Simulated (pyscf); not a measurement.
Single points on ωB97X-D3(BJ)/def2-SVP structures (PySCF, gas phase).

SMILES: C[CH](C)[Ga]([Cl])[Cl]
```xyz
13

C      1.2150    -1.0924     0.0200
C     -0.2196    -0.5532    -0.0059
C     -0.3567     0.7475    -0.8056
Ga    -1.4724    -1.9112    -0.6495
Cl    -1.0902    -4.0142    -0.4966
Cl    -3.3511    -1.4256    -1.5585
H      1.5808    -1.3097    -0.9974
H      1.2968    -2.0219     0.6043
H      1.9013    -0.3504     0.4632
H     -0.5444    -0.3627     1.0343
H      0.2889     1.5351    -0.3804
H     -1.3919     1.1229    -0.8096
H     -0.0523     0.6072    -1.8562
```

### Question
How much does it cost (ΔH, 298 K, ωB97M-D3(BJ)/def2-TZVP) to split H₃C–CH(CH₃)–Ga(Cl)–Cl (SMILES C[CH](C)[Ga]([Cl])[Cl]) at its C–Ga bond into H₃C–CH•–CH₃ + [Cl–Ga–Cl]•?

### Answer
C–Ga to H₃C–CH•–CH₃ + [Cl–Ga–Cl]•: 65.8 kcal/mol. The 7 functionals that were run give +59.7 (r²SCAN) to +69.8 kcal/mol (ωB97X-D3(BJ)/def2-TZVP). The radicals are drawn with the spin at the cut bond; how far it spreads was not checked. Other isomers of H₃C–CH•–CH₃ were not searched in full and may lie lower. Elements up to Kr have no core potential and no relativistic terms here.
